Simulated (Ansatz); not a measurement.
Cost and result for the atomization energy of `CC(O)(F)S` (10 atoms, 9 bonds).

Z-matrix (Å, degrees):
```
C
C 1 1.503
H 1 1.089 2 109.8
H 1 1.092 2 108.7 3 119.9
H 1 1.089 2 110.0 3 -120.3
O 2 1.367 1 109.2 3 -61.3
F 2 1.383 1 108.5 3 179.3
S 2 1.839 1 114.0 3 59.9
H 6 0.965 2 108.5 1 177.4
H 8 1.342 2 95.5 1 78.1
```

Total charge 0; spin multiplicity 1. The geometry is a stationary point of PBE0-D4/def2-TZVP. It is one conformer, not always the lowest. Program: Ansatz. All runs use 4 threads of an Arm Neoverse V2 on a shared host. Times are those of one run each, without the atoms' runs, and a repeat can differ threefold. Electronic energies, without spin–orbit coupling; frozen cores. CCSD(T)/CBS adds CCSD(T) − MP2 in def2-TZVPP to the MP2 limit, and its time is that of the two runs behind it. T1 = 0.012. B3LYP takes the VWN-RPA correlation (the form of Gaussian; ORCA's B3LYP/G).

CCSD(T)/CBS is a level of theory with its own doubt, some kJ/mol a heavy atom from the limit and from the frozen cores, so smaller differences don't rank the functionals.

```tsv
level	functions	wall time	atomization (kJ/mol)	difference from CCSD(T)/CBS	per bond
PBE-D4/def2-TZVPP (with forces)	236	1.9 s	3829.6	106.8	11.9
PBE0-D4/def2-TZVPP	236	2.1 s	3732.3	9.5	1.0
B3LYP-D4/def2-TZVPP (with forces)	236	3.2 s	3703.8	-19.0	-2.1
r2SCAN-D4/def2-TZVPP (with forces)	236	3.7 s	3737.5	14.7	1.6
B2PLYP/def2-TZVPP	236	4 s	3668.6	-54.2	-6.0
ωB97X-V/def2-TZVPP	236	5.5 s	3732.4	9.6	1.1
ωB97M-V/def2-TZVPP (with forces)	236	8 s	3739.8	17.0	1.9
MP2/def2-QZVPP	448	16 s	3763.0	40.2	4.5
CCSD(T)/def2-TZVPP	236	100 s	3617.0	-105.8	-11.8
CCSD(T)/CBS(def2)	–	2 min	3722.8	0.0	0.0
```

In def2-TZVPP, CCSD(T) changes the Hartree–Fock value by +1022.4 kJ/mol (the triples alone add +66.5 kJ/mol) and MP2 by +1106.3 kJ/mol; breaking electron pairs costs correlation energy, which Hartree–Fock lacks. From PBE to PBE0 (25 % exact exchange), in def2-TZVPP and without D4, the atomization energy moves by −94.2 kJ/mol: exact exchange takes away binding that semilocal exchange gives to molecules. The D4 term adds +30.7 kJ/mol with B3LYP and +15.8 kJ/mol with PBE0; it sums over pairs of atoms, weighted by their polarisabilities, and B3LYP, whose exchange is more repulsive, gets the larger term.
